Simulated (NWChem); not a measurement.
System: SiH$_{2}$ cation, doublet; SMILES of the neutral closed-shell parent [SiH2]

NWChem input:

```
start job
memory heap 200 mb stack 900 mb global 1100 mb
charge 1
geometry units angstroms noautoz
  Si     0.000000     0.000000     0.178111
  H      1.289026     0.000000    -0.570398
  H     -1.289026     0.000000    -0.570398
end
basis spherical
  * library def2-tzvp
end
dft
  odft
  mult 2
  xc xpbe96 cpbe96
  iterations 150
  mulliken
end
task dft energy
```

Output (shortened):

```
             Northwest Computational Chemistry Package (NWChem) 7.3.0
             --------------------------------------------------------

 C2V symmetry detected

                             Geometry "geometry" -> ""
                             -------------------------

 Output coordinates in angstroms (scale by  1.889725989 to convert to a.u.)

  No.       Tag          Charge          X              Y              Z
 ---- ---------------- ---------- -------------- -------------- --------------
    1 Si                  14.0000     0.00000000     0.00000000     0.09356363
    2 H                    1.0000     1.28902600     0.00000000    -0.65494538
    3 H                    1.0000    -1.28902600     0.00000000    -0.65494538

 Effective nuclear repulsion energy (a.u.)      10.1456075166

      Symmetry information
      --------------------

 Group name             C2v
 Group number             16
 Group order               4
 No. of unique centers     2

  pbe96 is a nonlocal functional; adding pw91lda local functional.

                                 NWChem DFT Module
                                 -----------------

 Summary of "ao basis" -> "ao basis" (spherical)
 ------------------------------------------------------------------------------
       Tag                 Description            Shells   Functions and Types
 ---------------- ------------------------------  ------  ---------------------
 Si                        def2-tzvp                13       37   5s5p2d1f
 H                         def2-tzvp                 4        6   3s1p

      Symmetry analysis of basis
      --------------------------

        a1         21
        a2          4
        b1         14
        b2         10

            General Information
            -------------------
          SCF calculation type: DFT
          Wavefunction type:  spin polarized.
          No. of atoms     :     3
          No. of electrons :    15
           Alpha electrons :     8
            Beta electrons :     7
          Charge           :     1
          Spin multiplicity:     2
          Use of symmetry is: on ; symmetry adaption is: on
          Maximum number of iterations: 150
          AO basis - number of functions:    49
                     number of shells:    21
          Convergence on energy requested:  1.00D-06
          Convergence on density requested:  1.00D-05
          Convergence on gradient requested:  5.00D-04

              XC Information
              --------------
          PerdewBurkeErnzerhof Exchange Functional  1.000
            Perdew 1991 LDA Correlation Functional  1.000 local
           PerdewBurkeErnz. Correlation Functional  1.000 non-local

             Grid Information
             ----------------
          Grid used for XC integration:  medium
          Radial quadrature: Mura-Knowles
          Angular quadrature: Lebedev.
          Tag              B.-S. Rad. Rad. Pts. Rad. Cut. Ang. Pts.
          ---              ---------- --------- --------- ---------
          Si                  1.10       88           7.0       590
          H                   0.35       45           9.0       434
          Grid pruning is: on
          Number of quadrature shells:   133
          Spatial weights used:  Erf1

      Superposition of Atomic Density Guess
      -------------------------------------

 Sum of atomic energies:        -289.83502890

 Renormalizing density from      16.00 to     15

      Non-variational initial energy
      ------------------------------

 Total energy =    -278.185668
 1-e energy   =    -395.141007
 2-e energy   =     106.809732
 HOMO         =      -0.587301
 LUMO         =      -0.498811

   Symmetry analysis of molecular orbitals - initial alpha
   -------------------------------------------------------

  Numbering of irreducible representations:

     1 a1          2 a2          3 b1          4 b2

  Orbital symmetries:

     1 a1          2 a1          3 b1          4 a1          5 b2
     6 a1          7 b1          8 a1          9 b2         10 a1
    11 b1         12 a1         13 a2         14 b1         15 a1
    16 b2         17 a1         18 b2

   Symmetry analysis of molecular orbitals - initial beta
   ------------------------------------------------------

  Numbering of irreducible representations:

     1 a1          2 a2          3 b1          4 b2

  Orbital symmetries:

     1 a1          2 a1          3 b1          4 a1          5 b2
     6 a1          7 b1          8 a1          9 b2         10 a1
    11 b1         12 a1         13 a2         14 b1         15 a1
    16 b2         17 a1         18 b2

     ---------------------------------------------
      Total Density - Mulliken Population Analysis
     ---------------------------------------------

    Atom       Charge   Shell Charges
 -----------   ------   -------------------------------------------------------
    1 Si  14    13.50   2.00  0.66  1.32  1.40  0.30  4.37  1.53  0.53  1.06  0.24  0.04  0.03  0.01
    2 H    1     0.75   0.19  0.41  0.14  0.01
    3 H    1     0.75   0.19  0.41  0.14  0.01

     --------------------------------------------
      Spin Density - Mulliken Population Analysis
     --------------------------------------------

    Atom       Charge   Shell Charges
 -----------   ------   -------------------------------------------------------
    1 Si  14     0.83   0.00  0.00 -0.00  0.10  0.03  0.02 -0.01  0.15  0.41  0.12  0.00  0.00  0.00
    2 H    1     0.09   0.02  0.05  0.01  0.00
    3 H    1     0.09   0.02  0.05  0.01  0.00

   convergence    iter        energy       DeltaE   RMS-Dens  Diis-err
 ---------------- ----- ----------------- --------- --------- ---------
 d= 0,ls=0.0,diis     1   -289.9887679910 -3.00D+02  1.23D-02  1.27D+00
                                                     1.02D-02  1.28D+00
 d= 0,ls=0.0,diis     2   -290.0710345230 -8.23D-02  6.07D-03  4.10D-01
                                                     5.11D-03  4.05D-01
 d= 0,ls=0.0,diis     3   -290.1278061808 -5.68D-02  1.31D-03  2.18D-03
                                                     1.29D-03  1.98D-03
 d= 0,ls=0.0,diis     4   -290.1289651404 -1.16D-03  3.67D-04  2.88D-04
                                                     3.63D-04  2.54D-04
 d= 0,ls=0.0,diis     5   -290.1292126903 -2.48D-04  2.25D-05  1.08D-06
                                                     2.24D-05  1.20D-06
 d= 0,ls=0.0,diis     6   -290.1292135598 -8.69D-07  4.45D-06  4.67D-08
                                                     2.27D-06  2.56D-08

         Total DFT energy =     -290.129213559774
      One electron energy =     -417.027505404680
           Coulomb energy =      137.913042529602
    Exchange-Corr. energy =      -21.160358201258
 Nuclear repulsion energy =       10.145607516562

 Numeric. integr. density =       15.000003914999

                  Occupations of the irreducible representations
                  ----------------------------------------------

                     irrep           alpha         beta
                     --------     --------     --------
                     a1                5.0          4.0
                     a2                0.0          0.0
                     b1                2.0          2.0
                     b2                1.0          1.0

                    DFT Final Alpha Molecular Orbital Analysis
                    ------------------------------------------

 Vector    6  Occ=1.000000D+00  E=-7.661378D-01  Symmetry=a1
              MO Center= -8.3D-16, -2.5D-16, -1.9D-01, r^2= 1.5D+00
   Bfn.  Coefficient  Atom+Function         Bfn.  Coefficient  Atom+Function
  ----- ------------  ---------------      ----- ------------  ---------------
     4      0.700531  1 Si s                  3     -0.384861  1 Si s
     5      0.244907  1 Si s                 39      0.130827  2 H  s
    45      0.130827  3 H  s                 38      0.093076  2 H  s
    44      0.093076  3 H  s                  2      0.089003  1 Si s
     1      0.068688  1 Si s                 17     -0.045741  1 Si pz

 Vector    7  Occ=1.000000D+00  E=-6.131382D-01  Symmetry=b1
              MO Center=  1.1D-15,  4.1D-31, -4.0D-01, r^2= 2.0D+00
   Bfn.  Coefficient  Atom+Function         Bfn.  Coefficient  Atom+Function
  ----- ------------  ---------------      ----- ------------  ---------------
    15      0.361769  1 Si px                39      0.232368  2 H  s
    45     -0.232368  3 H  s                 38      0.148184  2 H  s
    44     -0.148184  3 H  s                 12      0.145255  1 Si px
     6     -0.144072  1 Si px                40      0.081310  2 H  s
    46     -0.081310  3 H  s                  9     -0.069153  1 Si px

 Vector    8  Occ=1.000000D+00  E=-5.045458D-01  Symmetry=a1
              MO Center= -2.9D-15, -1.7D-15,  3.2D-01, r^2= 2.0D+00
   Bfn.  Coefficient  Atom+Function         Bfn.  Coefficient  Atom+Function
  ----- ------------  ---------------      ----- ------------  ---------------
    17      0.517572  1 Si pz                 4      0.340233  1 Si s
     5      0.255444  1 Si s                 14      0.171441  1 Si pz
     3     -0.168596  1 Si s                  8     -0.167898  1 Si pz
    20      0.155640  1 Si pz                39     -0.151663  2 H  s
    45     -0.151663  3 H  s                 40     -0.093725  2 H  s

 Vector    9  Occ=0.000000D+00  E=-4.292510D-01  Symmetry=b2
              MO Center= -4.3D-16, -5.2D-16,  1.1D-01, r^2= 2.0D+00
   Bfn.  Coefficient  Atom+Function         Bfn.  Coefficient  Atom+Function
  ----- ------------  ---------------      ----- ------------  ---------------
    16      0.641422  1 Si py                19      0.291401  1 Si py
    13      0.199691  1 Si py                 7     -0.196570  1 Si py
    10     -0.089971  1 Si py

[...]
```

Level: PBE/def2-TZVP, spin-unrestricted. In the optimisation the excess spin sits in a1 (C2v, its own frame). Geometry: optimised at PBE0-D3(BJ)/def2-TZVP, spin-unrestricted. The spin multiplicity was typed, not searched, and may not be the lowest. No stability test was run on the SCF state.
